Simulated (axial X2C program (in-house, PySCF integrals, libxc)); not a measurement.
# PF: nuclear properties from DFT to coupled cluster

Computed with an axial X2C code built on PySCF integrals: two-component X2C with atomic mean-field Coulomb and Gaunt terms, Gaussian nuclei, basis P dyall-av3z, F dyall-av3z with contracted cores.

R = 1.608 Å (near the PBE0 minimum at charge 0 of the determinant lowest at the starting distance; the state shown can have its own minimum elsewhere); state Ω = 1 (⟨Sz⟩ = 1.00, ⟨Lz⟩ = 0.00 at PBE0).

```tsv
level	Eeff magnitude (GV/cm)	Ws magnitude P (kHz)	A∥/gI P (MHz)	qzz P (a.u.)	A∥/gI F (MHz)	μ (D)
PBE0	0.0446	0.0177	-172	1.14	-14.8	-0.85
HF	0.0946	0.0378	-83	1.18	21	-1.15
B3LYP	0.0321	0.0127	-151	1.23	-18.3	-0.89
```

Eeff is the effective electric field on the electron electric dipole moment in this Ω state and Ws the scalar–pseudoscalar constant of the nucleus named (defined with the proton number Z and per Ω); A∥ (defined per Ω) follows by multiplying with gI = μI/(I μN); qzz is the electric field gradient, eQq0 = 234.96 MHz × Q/barn × qzz; μ is positive if the F end (last atom) is positive. The operators were transformed with the bare-nucleus X2C matrices; with these basis sets, hyperfine constants and field gradients can be off by tens of per cent, and where levels differ in sign neither size nor sign is settled.

Finite-field MP2, CCSD and CCSD(T), with 12 electrons correlated in 126 natural virtual spinors (MP2 remainder added):

```tsv
level	Eeff magnitude (GV/cm)	Ws magnitude P (kHz)	A∥/gI P (MHz)	qzz P (a.u.)	A∥/gI F (MHz)	μ (D)
MP2	0.0308	0.0108	-115	1.17	-21	-0.92
CCSD	0.0335	0.0126	-73.8	1.14	-9.88	-0.97
CCSD(T)	0.0277	0.0102	-69.4	1.13	-12.6	-0.91
```

T1 = 0.019 (Lee–Taylor). One unrestricted determinant, the lowest of a limited PBE0 search, is the reference; the functionals treat spin collinearly. With several open shells it need not be a pure state. Eeff spreads by more than a factor of two over the levels. Correlation of the inner shells is missing, which matters for properties at the nucleus. Number of frozen shells: P 2 s, 1 p; F 1 s.

(1) By how much does correlation change each value, CCSD(T) against HF?

Answers

(1) Eeff magnitude -71 %; Ws magnitude P -73 %; A∥/gI P -16 %; qzz P -4 %; A∥/gI F from 21 to -12.6, a change of sign; μ -21 %.
